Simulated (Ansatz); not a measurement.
Relaxation of AlFH4S (7 atoms, charge 0, multiplicity 1), to a largest force component of 0.03 eV/Å in at most 50 steps.

Computed with RKS B3LYP-D4/def2-SVP (Ansatz).

```xyz
7
Properties=species:S:1:pos:R:3
Al 0.074 0.286 -0.103
F -0.047 0.197 1.580
H 1.483 0.645 -0.707
H -1.294 0.151 -0.878
S 0.302 -2.991 0.945
H -0.984 -3.233 0.575
H -0.024 -1.920 1.761
```

Question: Where does it end, and by what steps?

Answer: The run converged. The force dipped under the threshold on the way, but the program's further checks kept it going. After 21 steps the energy has fallen by 0.307 eV; H7 moved furthest, 0.76 Å. Joined: Al1–S5 (3.45 → 2.62 Å).

```json
{"step": "0", "energy less start (eV)": "0.0000", "largest force component (eV/Å)": "0.703", "accepted": "yes"}
{"step": "1", "energy less start (eV)": "-0.1043", "largest force component (eV/Å)": "0.662", "accepted": "yes"}
{"step": "2", "energy less start (eV)": "-0.1982", "largest force component (eV/Å)": "0.415", "accepted": "yes"}
{"step": "3", "energy less start (eV)": "-0.2436", "largest force component (eV/Å)": "0.691", "accepted": "yes"}
{"step": "4", "energy less start (eV)": "-0.2529", "largest force component (eV/Å)": "1.217", "accepted": "yes"}
{"step": "5", "energy less start (eV)": "-0.2914", "largest force component (eV/Å)": "0.100", "accepted": "yes"}
{"step": "6", "energy less start (eV)": "-0.2952", "largest force component (eV/Å)": "0.144", "accepted": "yes"}
{"step": "7", "energy less start (eV)": "-0.2985", "largest force component (eV/Å)": "0.039", "accepted": "yes"}
{"step": "8", "energy less start (eV)": "-0.2986", "largest force component (eV/Å)": "0.071", "accepted": "yes"}
{"step": "9", "energy less start (eV)": "-0.3020", "largest force component (eV/Å)": "0.036", "accepted": "yes"}
{"step": "10", "energy less start (eV)": "-0.3029", "largest force component (eV/Å)": "0.023", "accepted": "yes"}
{"step": "11", "energy less start (eV)": "-0.3026", "largest force component (eV/Å)": "0.219", "accepted": "no"}
{"step": "12", "energy less start (eV)": "-0.3035", "largest force component (eV/Å)": "0.046", "accepted": "yes"}
{"step": "13", "energy less start (eV)": "-0.3037", "largest force component (eV/Å)": "0.155", "accepted": "yes"}
{"step": "14", "energy less start (eV)": "-0.3044", "largest force component (eV/Å)": "0.089", "accepted": "yes"}
{"step": "15", "energy less start (eV)": "-0.3053", "largest force component (eV/Å)": "0.006", "accepted": "yes"}
{"step": "16", "energy less start (eV)": "-0.3050", "largest force component (eV/Å)": "0.240", "accepted": "no"}
{"step": "17", "energy less start (eV)": "-0.3060", "largest force component (eV/Å)": "0.067", "accepted": "yes"}
{"step": "18", "energy less start (eV)": "-0.3057", "largest force component (eV/Å)": "0.186", "accepted": "no"}
{"step": "19", "energy less start (eV)": "-0.3065", "largest force component (eV/Å)": "0.028", "accepted": "yes"}
{"step": "20", "energy less start (eV)": "-0.3058", "largest force component (eV/Å)": "0.090", "accepted": "no"}
{"step": "21", "energy less start (eV)": "-0.3069", "largest force component (eV/Å)": "0.013", "accepted": "yes"}
```

```xyz
7
Properties=species:S:1:pos:R:3
Al -0.011 0.028 -0.020
F -0.473 0.411 1.556
H 1.507 0.296 -0.380
H -1.182 -0.052 -1.086
S 0.171 -2.535 0.480
H -1.116 -2.670 0.879
H 0.614 -2.341 1.746
```

Run time: 47 s on 1 thread of Arm Neoverse V2 (shared host), peak memory 0.14 GiB.
